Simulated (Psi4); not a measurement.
Process, species as SMILES: C=O (CH2-O) → [CH-]=O + H+
B3LYP-D3(BJ)/def2-TZVP geometries, fixed; electronic energies without zero-point terms.

How fast the deprotonation energy converges with the basis for several methods (Psi4): deviation from each method's own reference, in kcal/mol. References: HF 409.37 kcal/mol, the value in aug-cc-pVQZ; MP2 403.47 kcal/mol, Hartree-Fock in aug-cc-pVQZ plus the correlation part extrapolated as X^-3 from aug-cc-pVTZ and aug-cc-pVQZ; PBE 397.44 kcal/mol, the value in aug-cc-pVQZ; PBE0 403.21 kcal/mol, the value in aug-cc-pVQZ. Cartesian d functions, on some or all atoms, in 6-31G*, 6-31G**; all else is spherical. Density fitting with the program's default auxiliary sets. In correlated methods cores are frozen. Psi4's default fitting sets serve the pcseg sets less well. No added dispersion term, no relativity. 

```tsv
basis	functions	HF	MP2	PBE	PBE0
6-31G*	34	13.62	___	24.90	19.88
def2-SVP	38	9.77	___	17.56	13.85
6-31G**	40	14.70	___	25.68	20.70
def2-SVPD	59	2.01	___	5.00	3.42
aug-pcseg-1	64	-1.76	___	-2.26	-2.06
pcseg-2	88	2.12	___	5.53	3.74
def2-TZVPPD	111	1.11	___	3.49	2.21
aug-pcseg-2	138	0.04	___	-0.87	-0.31
aug-cc-pVTZ	138	-0.19	___	0.12	-0.06
pcseg-3	186	0.92	___	2.77	1.69
aug-pcseg-3	268	0.16	___	-1.61	-0.47
cc-pV5Z	292	1.70	___	4.76	3.18
```

**Question.** Some entries are withheld; supply them.

**Answer.** 
- 6-31G*, MP2: 21.04
- def2-SVP, MP2: 18.40
- 6-31G**, MP2: 25.15
- def2-SVPD, MP2: 4.69
- aug-pcseg-1, MP2: -0.71
- pcseg-2, MP2: 6.13
- def2-TZVPPD, MP2: 2.82
- aug-pcseg-2, MP2: 1.10
- aug-cc-pVTZ, MP2: 0.03
- pcseg-3, MP2: 2.62
- aug-pcseg-3, MP2: 0.86
- cc-pV5Z, MP2: 3.23

Mean absolute deviation over pcseg-2, def2-TZVPPD, aug-pcseg-2, aug-cc-pVTZ: HF 0.87, PBE0 1.58, PBE 2.50, MP2 2.52 kcal/mol.
